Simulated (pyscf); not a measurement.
A first-order saddle from PySCF, ωB97X-D3(BJ)/def2-SVP:

```xyz
13

Si    -0.9825     1.0731     0.7510
As     1.0955     0.0322     0.4997
Si     0.2750    -1.2897    -1.2568
H     -0.7072     1.2263     2.5129
H     -2.1779     0.2312     1.0410
H     -1.2284     1.5035    -0.6813
H      0.8315    -1.0006     1.5794
H      0.4137    -0.5157    -2.5231
H      1.0853    -2.5381    -1.3567
H     -1.1607    -1.6593    -1.0783
O     -1.1296     2.8696     1.2982
H     -1.0058     2.3018     2.2675
H     -1.9327     3.3743     1.0915
```

Surface: singlet, charge 0. Lowest wavenumbers (cm⁻¹): 1308i, 67, 82, 107, 128.

Question: Which two sides does it connect, and which bonds change?

Answer: H₃Si–AsH–SiH₃ (SMILES [SiH3][AsH][SiH3]) + H₂O (SMILES O) ⇌ HO–SiH₂–AsH–SiH₃ (SMILES O[SiH2][AsH][SiH3]) + H₂ (SMILES [H][H]), a four-centre exchange read from left to right: H–Si, H–O broken and O–Si, H–H formed. At ωB97M-D3(BJ)/def2-TZVP it lies +145.4 kJ/mol from the left side and +211.6 kJ/mol from the right (each side as separated species at their lowest minima found). HO–SiH₂–AsH–SiH₃ lies 69.7 kJ/mol over its isomer H₃Si–O–SiH₂–AsH₂ (electronic energy, ωB97M-D3(BJ)/def2-TZVP). This is the saddle that the search found; another between the same sides may lie lower. Elements up to Kr have no core potential and no relativistic terms here.
